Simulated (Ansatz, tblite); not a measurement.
Isomers of Si$_{3}$H$_{5}$ (doublet), found by a short tight-binding search and relaxed with PBE0-D4/def2-TZVP in Ansatz.

The xTB rows come from tblite. Correlated methods freeze 15 core orbitals. In CCSD on the charge 0 doublet the largest single amplitude is 0.16, so its Hartree–Fock determinant may place the open shell otherwise than the density functionals do.

Run but left out: HF/def2-TZVPP, MP2/def2-TZVPP (A: ⟨S²⟩ 1.24, where a pure state has 0.75).

A: At r2SCAN-D4/def2-TZVP, PBE0-D4/def2-TZVP, CCSD(T)/def2-TZVPP the charge 0 doublet is spin-contaminated (final ⟨S²⟩ up to 1.24, 0.75 for a pure state).

Other spin states were run for one of them alone.

A:

```xyz
8

Si    0.422    1.498   -1.187
Si    0.253   -1.678    0.974
Si   -0.780   -0.024   -0.096
H     1.623    2.022   -0.486
H    -0.610   -2.656    1.686
H    -2.023   -0.439   -0.802
H     1.443   -1.306    1.783
H    -0.329    2.583   -1.872
```

B:

| atom | x (Å) | y (Å) | z (Å) |
| --- | --- | --- | --- |
| Si1 | 1.684 | -0.069 | -0.254 |
| Si2 | -0.440 | -0.452 | -1.063 |
| Si3 | -0.068 | 0.136 | 1.227 |
| H4 | -0.467 | -1.010 | 2.084 |
| H5 | 1.856 | 1.372 | -0.653 |
| H6 | -0.985 | -1.833 | -1.118 |
| H7 | -0.475 | 1.429 | 1.836 |
| H8 | -1.105 | 0.427 | -2.058 |

Task: Estimate their order by electronic energy at PBE0-D4/def2-TZVP, counted from the lowest.

Result: B (0.00) < A (0.53), in eV.

Task: Do the other levels pick the same lowest one?

Result: Not GFN2-xTB. Energies above each level's lowest (eV):

```
              level     A     B
           GFN1-xTB  1.01  0.00
           GFN2-xTB  0.00  0.20
   PBE-D4/def2-TZVP  0.48  0.00
revPBE-D4/def2-TZVP  0.43  0.00
  BLYP-D4/def2-TZVP  0.28  0.00
r2SCAN-D4/def2-TZVP  0.47  0.00
  PBE0-D4/def2-TZVP  0.53  0.00
    CCSD/def2-TZVPP  0.45  0.00
 CCSD(T)/def2-TZVPP  0.47  0.00
```
Point groups (tolerance 0.1 Å): A Cs, B Cs. Lower isomers may exist.
